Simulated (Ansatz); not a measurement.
Geometry optimisation, Ansatz 0.2.0, RKS LDA/def2-mTZVP.

Input:

```yaml
crystal:
  periodic: [false, false, false]
  atoms:
    - { symbol: Si, position_ang: [-0.7237, -0.5127, -0.0163] }
    - { symbol: H, position_ang: [0.0703, -1.3463, -1.4991] }
    - { symbol: S, position_ang: [-0.4687, -2.386, 0.7973] }
    - { symbol: H, position_ang: [0.0454, -2.1269, -0.9058] }
    - { symbol: H, position_ang: [-2.0046, -0.2413, -0.6669] }
    - { symbol: Si, position_ang: [0.5597, 1.341, 0.4901] }
    - { symbol: H, position_ang: [0.8771, 2.0881, -0.7304] }
    - { symbol: H, position_ang: [1.8194, 0.9624, 1.1277] }
    - { symbol: H, position_ang: [-0.1748, 2.2217, 1.4034] }
basis:
  gaussian: { orbitals: def2-mTZVP }
hamiltonian:
  xc: lda
relax:
  f_tol: 0.15
  max_steps: 25
  restrain:
    - { distance: [3, 1], at: 1.92, k: 30.0 }
    - { distance: [0, 1], at: 1.42, k: 30.0 }
    - { distance: [3, 2], at: 1.36, k: 30.0 }
output:
  orbitals: {}
```

Launched with:

```bash
$ ansatz run input.yaml --threads 2 --pin off --max-ram 3072MiB --backend cpu --events-out ev --progress --plain --runs-dir out
```

**Question.** Where does it end, and by what steps?

**Answer.** The run converged. The restraints hold the end off the free minimum. After 8 steps the energy has fallen by 2.218 eV (the restraints' own energy left out); H4 moved furthest, 0.77 Å. Joined: Si1–H2, S3–H4.

```
step  energy less start (eV)  largest force component (eV/Å)  accepted
   0                  0.0000                           1.508       yes
   1                 -0.7913                           2.650       yes
   2                 -1.7217                           1.474       yes
   3                 -2.0980                           1.109       yes
   4                 -2.1715                           1.135       yes
   5                 -2.1969                           1.101       yes
   6                 -2.2132                           1.139       yes
   7                 -2.2269                           1.038        no
   8                 -2.2182                           1.140       yes
```

```xyz
9
Properties=species:S:1:pos:R:3
Si -0.621 -0.472 -0.413
H 0.041 -1.109 -1.532
S -0.530 -2.253 0.791
H 0.094 -2.656 -0.352
H -2.018 -0.074 -0.788
Si 0.563 1.337 0.434
H 0.738 2.385 -0.632
H 1.914 0.890 0.907
H -0.181 1.953 1.587
```

Whether the end is a true minimum wasn't checked by a vibrational analysis.

Run time: 6.7 s on 2 threads of INTEL(R) XEON(R) PLATINUM 8581C CPU @ 2.10GHz (Emerald Rapids), on a shared host, peak memory 0.14 GiB.
